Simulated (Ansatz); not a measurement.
Mulliken charges of BH2OS, SMILES `O[B]S` radical from r2SCAN/def2-TZVPP in Ansatz (PBE0-D4/def2-TZVP geometry).

```csv
atom,x (Å),y (Å),z (Å),charge (e)
O1,-1.295,-0.055,-0.436,-0.273
B2,-0.454,0.826,0.110,0.141
S3,1.254,0.694,0.611,-0.126
H4,-0.947,-0.940,-0.605,0.198
H5,1.492,-0.599,0.278,0.059
```

Task: By hand: the dipole of these point charges (1 e Å = 4.8032 D).

Result: Σ q r = (0.032, -0.177, -0.046) e Å, of length 0.186 e Å = 0.89 D.

Task: How does the dipole of the full density compare? (Estimate.)

Result: Ansatz gave: (0.124, -0.503, -0.120) e Å, 2.55 D; the point charges give 0.35 times that, at 4° from its direction.

Point charges leave out the atoms' own dipoles, such as those of lone pairs, and Mulliken's split depends on the basis, so the two needn't agree.
